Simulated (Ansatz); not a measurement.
Relaxation of CH$_{8}$Si (10 atoms, charge 0, multiplicity 1), to a largest force component of 0.03 eV/Å in at most 50 steps.

The calculation used Ansatz, RKS PBE0/def2-SVP.

```xyz
10
Properties=species:S:1:pos:R:3
Si -0.355 0.265 -0.462
C -0.241 -0.153 2.594
H -0.554 -0.450 3.604
H 0.135 -1.038 2.066
H 0.554 0.600 2.668
H 0.871 0.885 0.114
H -0.480 0.701 -1.888
H -0.243 -1.222 -0.433
H -1.549 0.690 0.285
H -1.103 0.271 2.052
```

Where does it end, and by what steps?

The forces met the threshold. After 4 steps the energy has fallen by 0.217 eV; H9 moved furthest, 0.57 Å.

```json
{"step": "0", "energy less start (eV)": "0.0000", "largest force component (eV/Å)": "0.673", "accepted": "yes"}
{"step": "1", "energy less start (eV)": "-0.1533", "largest force component (eV/Å)": "0.112", "accepted": "yes"}
{"step": "2", "energy less start (eV)": "-0.2011", "largest force component (eV/Å)": "0.089", "accepted": "yes"}
{"step": "3", "energy less start (eV)": "-0.2017", "largest force component (eV/Å)": "0.313", "accepted": "yes"}
{"step": "4", "energy less start (eV)": "-0.2170", "largest force component (eV/Å)": "0.014", "accepted": "yes"}
```

```xyz
10
Properties=species:S:1:pos:R:3
Si -0.372 0.337 -0.843
C -0.220 -0.227 2.964
H -0.360 -0.571 3.997
H 0.087 -1.074 2.336
H 0.556 0.549 2.937
H 0.788 0.988 -0.166
H -0.337 0.652 -2.302
H -0.296 -1.142 -0.654
H -1.646 0.849 -0.257
H -1.165 0.187 2.587
```

Whether the end is a true minimum wasn't checked by a vibrational analysis.

Time of the run: 9.3 s on 1 thread of Arm Neoverse V2 (shared host), peak memory 0.12 GiB.
